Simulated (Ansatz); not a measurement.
Ideal-gas functions of `CC(Cl)=C=O` at 298.15 K and 1 bar, from an Ansatz frequency run at PBE0-D4/def2-TZVP.

Molar mass 90.51 g/mol, point group Cs (symmetry number 1), electronic degeneracy 1, moments of inertia 84.172, 166.325, 247.326 u Å². Harmonic wavenumbers (cm⁻¹, unscaled): 160, 189, 262, 288, 513, 597, 688, 979, 1053, 1122, 1397, 1412, 1458, 1497, 2253, 3043, 3109, 3135.

Use S(trans) = R[1.5 ln M + 2.5 ln T − 1.1517]; rotational temperatures θ = 24.2544 K / I; S(rot) = R[ln(√π/σ · √(T³/θAθBθC)) + 1.5]; for each mode x = 1.438777 ν̃/T, S = R[x/(eˣ − 1) − ln(1 − e⁻ˣ)] and H = RT x/(eˣ − 1); 1 cm⁻¹ = 0.0119627 kJ/mol; R = 8.31446 J/(mol·K).

**Question.** By hand: the entropy, in J/(mol·K).

**Answer.** Translation 165.0. Rotation: θ = 0.2882, 0.1458, 0.0981 K, giving 111.1. Vibration, mode by mode: 10.67, 9.36, 6.90, 6.22, 2.62, 1.90, 1.34, 0.43, 0.32, 0.24, 0.08, 0.07, 0.06, 0.05, 0.00, 0.00, 0.00, 0.00, in all 40.2. Electronic 0.0. Sum 316.3 J/(mol·K).

**Question.** By hand: H − E and G − E in kJ/mol, counted from the electronic energy.

**Answer.** Zero-point energy ½ × 23155 × 0.0119627 = 138.5; thermal vibration 7.1; translation, rotation and pV give 4 RT = 9.9. H − E = 155.5 kJ/mol, and G − E = 155.5 − 298.15 × 316.3/1000 = 61.2 kJ/mol.

Vibration gives 13 % of the entropy.
